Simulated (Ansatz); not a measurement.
This geometry of AlH5S (7 atoms, charge 0, multiplicity 1) is a first-order saddle point.

These are results of RKS B3LYP/def2-mTZVP (Ansatz 0.2.0), not measurements.

```xyz
7
Properties=species:S:1:pos:R:3
Al 0.103 -0.232 -0.081
H -0.126 -0.058 1.601
H 1.550 0.247 -0.471
H -1.258 -0.025 -0.849
S 0.270 -2.556 0.699
H -1.060 -2.813 0.634
H 0.020 -1.205 1.536
```

(1) Which two structures does it join? (They come from a converged band through this point; their orientation in space is the band's.)

(2) How far does it lie above each of them?

Results:

(1) Bonds broken: Al1–H2, S5–H7. Bonds formed: H2–H7. AlH5S becomes AlH3S + H2.

Image 0:

```xyz
7
Properties=species:S:1:pos:R:3
Al -0.037 0.094 -0.012
H -0.561 0.580 1.411
H 1.510 0.255 -0.348
H -1.086 -0.043 -1.201
S 0.089 -2.464 0.487
H -1.132 -2.635 1.046
H 0.717 -2.430 1.686
```

Image 8:

```xyz
7
Properties=species:S:1:pos:R:3
Al 0.073 -0.772 -0.656
H 0.127 0.514 2.873
H 1.472 -0.063 -0.800
H -1.325 -0.044 -0.712
S 0.131 -2.950 -0.362
H -1.212 -3.122 -0.294
H 0.232 -0.206 3.020
```

(2) 0.65 eV above the first and 1.20 eV above the second. This is the barrier of this one path; another mechanism may lie lower. The orbitals stay closed-shell, which can raise the energy where a bond breaks towards radicals; this wasn't checked here.

Run time: 110 s on 1 thread of Arm Neoverse V2, with other jobs on the host, peak memory 0.11 GiB.
